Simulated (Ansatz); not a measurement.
Results of PBEsol (Ansatz, an electronic-structure program, plane waves, PAW) for Cu2Se (F-43m, No. 216).

Numerical settings: plane-wave cutoff 500 eV, 12×12×12 k mesh, Fermi–Dirac smearing 0.05 eV, no spin polarisation, scalar-relativistic PAW data made under PBE.

Computed at the level's own relaxed cell.

### Question
Predict the equilibrium volume per atom and lattice constant a.

### Answer

* **equilibrium volume per atom**: 15.37 Å³/atom
* **lattice constant a**: 5.692 Å

Note: the relaxation could not lower the start's symmetry, so the cell can be a saddle point above a distorted one; the volume lies 7 % below that of the published cell.

It cost roughly 90 core-seconds of CPU time.
